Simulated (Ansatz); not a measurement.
How methods differ on AlCl2 (SMILES [Cl][Al][Cl])

The species is AlCl2 (3 atoms), meant as a doublet with charge 0. SMILES: `[Cl][Al][Cl]`. Geometry: relaxed at PBE0-D4/def2-TZVP.

```xyz
3

Cl    1.3748    0.8683    0.8387
Al   -0.4321    0.5207   -0.1772
Cl   -0.9536   -1.4538   -0.6747
```

Each level gives the vertical energy of the quartet above the doublet (eV). The values are calculated.

```tsv
level	kind	program	value (eV)	less FCI/STO-3G
USVWN5/STO-3G	LDA	Ansatz	7.84	-0.61
UBLYP/STO-3G	GGA	Ansatz	7.73	-0.72
U-r2SCAN/STO-3G	meta-GGA	Ansatz	7.77	-0.68
U-r2SCAN0/STO-3G	hybrid meta-GGA	Ansatz	8.04	-0.41
U-wB97M-V/STO-3G	range-separated hybrid	Ansatz	8.69	+0.24
UB2PLYP/STO-3G	double hybrid	Ansatz	8.30	-0.15
UMP2/STO-3G	perturbation theory	Ansatz	8.51	+0.06
UCCSDTQ/STO-3G	coupled cluster or CI	Ansatz	8.50	+0.05
FCI/STO-3G	exact in the basis	Ansatz	8.45	0.00
```

FCI/STO-3G is exact within its basis and frozen core, so for wave-function methods in that basis the difference is their error; functionals converge differently with the basis, so for them it is only a difference. The values span 7.73 to 8.69 eV. All rows use very small basis sets, so even the best lies far from the true value.
